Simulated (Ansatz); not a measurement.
# CHAlO: the cost of one run

The runs use Ansatz 0.2.0, Gaussian basis; the settings change from run to run.

17 further runs of the same task are left out: 7 that didn't finish, 10 set aside as unsound or not needed.

## (1) What is computed

The geometry is a PBE0/def2-TZVP stationary point (not a proven minimum) of the parent state, kept for this charge and spin.

4 atoms, charge 1, spin multiplicity 2.

Atoms are counted from 1 here; the program's logs count them from 0.

Bond lengths: Al1–C2 2.203 Å, Al1–H4 1.641 Å, C2–O3 1.130 Å. Angles: C2–Al1–H4 84.1°, Al1–C2–O3 160.0°.

## (2) BCCD(T)/cc-pVDZ

in.yaml

```yaml
crystal:
  periodic: [false, false, false]
  atoms:
    - {symbol: Al, position_ang: [0.000000, -0.113080, 1.406118]}
    - {symbol: C, position_ang: [0.000000, 0.189159, -0.775794]}
    - {symbol: O, position_ang: [0.000000, -0.047504, -1.881062]}
    - {symbol: H, position_ang: [0.000000, 1.527034, 1.462841]}
basis:
  gaussian: {orbitals: cc-pVDZ}
total_charge: 1
magnetization: {spin_polarized: true, initial_magnetization: 1}
hamiltonian: {xc: {name: B3LYP}}
correlation: {method: bccd_t, electrons: outside_noble_gas}
accuracy: high
scf: {lower_state_search: full}
```

Run with:

```sh
$ ansatz run in.yaml --threads 1 --pin off --events-out ev --progress --plain --max-ram 2393MiB
```

What time and memory should one allow on 1 thread of Intel Xeon 6975P-C, shared host?

About 8.5 s, with a peak of 0.28 GiB.
